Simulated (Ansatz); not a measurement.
hcp Ru, treated with rVV10 (Ansatz, an electronic-structure program, plane waves, PAW).

Numerical settings: plane-wave cutoff 520 eV, 24×24×14 k mesh (along the axes of the cell as run), Fermi–Dirac smearing 0.05 eV, no spin polarisation, scalar-relativistic PAW data made under PBE.

Cell (relaxed at this level):

```cif
data_Ru2
_chemical_formula_sum 'Ru2'
_space_group_name_H-M_alt 'P63/mmc'
_space_group_IT_number 194
_space_group_name_Hall '-P 6c 2c'
_cell_length_a 2.74468
_cell_length_b 2.74468
_cell_length_c 4.33198
_cell_angle_alpha 90.000
_cell_angle_beta 90.000
_cell_angle_gamma 120.000
loop_
_atom_site_label
_atom_site_type_symbol
_atom_site_symmetry_multiplicity
_atom_site_Wyckoff_symbol
_atom_site_fract_x
_atom_site_fract_y
_atom_site_fract_z
_atom_site_occupancy
Ru1 Ru 2 c 0.33333 0.66667 0.25000 1
```

**Question.** Estimate the bulk modulus and pressure derivative B′ of the bulk modulus that the calculation returns.

**Answer.** 
- bulk modulus = 295 GPa
- pressure derivative B′ of the bulk modulus = 4.9

The run finds no gap.

Measured, for comparison: bulk modulus 318 GPa (zero-point energy and finite temperature contributions removed, our sources range from 318 to 336; as tabulated in doi:10.1021/acs.jctc.3c00612). Computed (rounded) less measured: bulk modulus -7 % (-7 % to -12 % over the range).

Note: the bulk modulus comes from volumes at which shape and atoms were relaxed.

Computing time: roughly 6 core-minutes.
